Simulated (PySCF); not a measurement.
Species: C₅H₁₀S.
SMILES: `CSC=C(C)C`

Torsions of this conformer, `[CH3:1][S:2][CH:3]=[C:4]([CH3:5])[CH3:6]`: C1–S2–C3–C4 -179°.

The closed-shell ground state was solved at several levels (PySCF, density fitting, gas phase, non-relativistic). One conformer (not necessarily the lowest) at the PBE0-D3(BJ)/def2-SVP geometry, without solvent, vibrations or thermal averaging.

```csv
level,basis functions,HOMO (eV),LUMO (eV),gap (eV),dipole (D)
BLYP/pcSseg-1,159,-4.47,-0.28,4.19,1.11
BP86/pcSseg-1,159,-4.73,-0.51,4.22,1.18
OPBE/pcSseg-1,159,-4.63,-0.35,4.28,1.21
HF/pcSseg-1,159,-8.00,4.19,12.19,1.40
LDA/pcSseg-1,159,-4.74,-0.60,4.14,1.19
```

Problem. Estimate the row for PBE/pcSseg-1, a basis of 159 functions; the other rows only guide the guess.

Solution. HOMO -4.63 eV, LUMO -0.43 eV, gap 4.20 eV, dipole 1.16 D.

Problem. Over all these levels, which gives the widest orbital gap and which the narrowest?

Solution. HF/pcSseg-1 (Hartree–Fock, all exact exchange) has the widest, 12.19 eV, and LDA/pcSseg-1 (LDA) the narrowest, 4.14 eV. From the narrowest to the widest the HOMO moves by -3.26 eV and the LUMO by +4.79 eV.

Problem. How far do the dipole and the HOMO energy spread over the levels?

Solution. The dipole runs from 1.11 to 1.40 D (mean 1.21 D) and the HOMO from -8.00 to -4.47 eV.
